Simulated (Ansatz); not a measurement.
**AlBH6N+ (SMILES [NH3+][BH][AlH2]): single points off equilibrium**

The task here is to estimate one member of a computed series from the others.

The runs use Ansatz 0.2.0, Gaussian basis; single points in def2-TZVPP.

Correlated methods freeze the cores.

### The system as given

SMILES `[NH3+][BH][AlH2]`, 9 atoms, charge 1, spin multiplicity 1.

Atoms are counted from 1 here; the program's logs count them from 0.

Bond lengths: N1–B2 1.503 Å, N1–H4 1.032 Å, N1–H5 1.054 Å, N1–H6 1.037 Å, B2–Al3 2.195 Å, B2–H7 1.169 Å, Al3–H8 1.533 Å, Al3–H9 1.587 Å. Angles: B2–N1–H4 113.3°, B2–N1–H5 111.5°, B2–N1–H6 113.0°, H4–N1–H5 103.7°, H4–N1–H6 108.0°, H5–N1–H6 106.7°, N1–B2–Al3 100.9°, N1–B2–H7 114.4°, Al3–B2–H7 144.6°, B2–Al3–H8 135.6°, B2–Al3–H9 100.3°, H8–Al3–H9 124.1°.

Geometry (Å):

```xyz
9
charge 1, multiplicity 1
N    -0.59660    0.83750   -0.52150
B     0.48150   -0.15660   -0.84870
Al    0.69190   -1.19020    1.07590
H    -1.43120    0.74750   -1.12130
H    -0.27400    1.82670   -0.68990
H    -0.90650    0.78940    0.46680
H     0.83430   -0.13600   -1.96330
H     1.54930   -2.34280    1.61240
H    -0.33230   -0.35810    1.95830
```

The first run:

Contents of run/in.yaml:

```yaml
crystal:
  periodic: [false, false, false]
  atoms:
    - {symbol: N, position_ang: [-0.596600, 0.837500, -0.521500]}
    - {symbol: B, position_ang: [0.481500, -0.156600, -0.848700]}
    - {symbol: Al, position_ang: [0.691900, -1.190200, 1.075900]}
    - {symbol: H, position_ang: [-1.431200, 0.747500, -1.121300]}
    - {symbol: H, position_ang: [-0.274000, 1.826700, -0.689900]}
    - {symbol: H, position_ang: [-0.906500, 0.789400, 0.466800]}
    - {symbol: H, position_ang: [0.834300, -0.136000, -1.963300]}
    - {symbol: H, position_ang: [1.549300, -2.342800, 1.612400]}
    - {symbol: H, position_ang: [-0.332300, -0.358100, 1.958300]}
basis:
  gaussian: {orbitals: def2-TZVPP}
total_charge: 1
correlation: {method: ccsd_t}
output: {forces: true}
```

The command line of these runs was not kept.

Steps of the session up to this table: CCSD(T)/def2-TZVPP; PBE0-D4/def2-TZVPP; wB97M-V/def2-TZVPP; r2SCAN-D4/def2-TZVPP; PBE-D4/def2-TZVPP; B97M-V/def2-TZVPP; CAM-B3LYP-D4/def2-TZVPP.

One table of the session follows, with a row left open; its other results are not shown here.

```
      method  RMS force component (eV/Å)  angle to CCSD(T) forces (°)
     CCSD(T)                       0.644                    reference
     PBE0-D4                           ?                            ?
     wB97M-V                       0.584                          4.4
   r2SCAN-D4                       0.565                          7.0
      PBE-D4                       0.526                         19.0
      B97M-V                       0.595                         10.1
CAM-B3LYP-D4                       0.562                          6.9
```

Estimate the missing values for PBE0-D4.

As computed: RMS force component (eV/Å): 0.570; angle to CCSD(T) forces (°): 9.1. In the column «RMS force component (eV/Å)» it lies between r2SCAN-D4 (0.565) and wB97M-V (0.584).
